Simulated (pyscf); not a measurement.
Single points on ωB97X-D3(BJ)/def2-SVP structures (PySCF, gas phase). MP2 and CC: frozen core, UHF for open shells. ΔMP2 is the change of the MP2 total energy from the triple- to the quadruple-zeta basis.

H₃C–C(F)(F)–F (SMILES CC(F)(F)F) → H₂C=C(F)–F (SMILES C=C(F)F) + HF (SMILES F)
Surface: singlet. Broken: C–H, C–F. Formed: F–H. Give ΔE‡ and ΔE from CCSD(T)/def2-TZVPP + ΔMP2(QZVPP), relative to the reactant's lowest minimum found.

ΔE‡ = 3.29 eV, ΔE = +1.46 eV. Zero-point energy shifts the barrier by -0.19 eV. It is an elimination, with an imaginary mode of 1807i cm⁻¹. One saddle was located; it need not be the lowest between these sides. The CCSD(T) − MP2 part came from Ansatz, without density fitting, on the same reference.
